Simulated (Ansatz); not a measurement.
A structure relaxed at PBE0-D4/def2-TZVP, charge 0, multiplicity 1:

```xyz
6

N    -0.987    0.719    0.304
C    -0.214   -0.242    0.464
F    -0.409   -1.066    1.492
S     1.199   -0.831   -0.412
H    -0.760    1.288   -0.501
H     1.171    0.131   -1.347
```

Problem. Give its formula and SMILES.

Solution. CH2FNS, `N=C(F)S`.

Problem. Point group (tolerance 0.08 Å, 0.16 Å for H)?

Solution. Cs.

Problem. Summarise the bond lengths by kind.

Solution. 1 × C–N 1.243 Å; 1 × H–N 1.013 Å; 1 × C–F 1.332 Å; 1 × C–S 1.764 Å; 1 × H–S 1.341 Å.

Program: Ansatz 0.2.0.
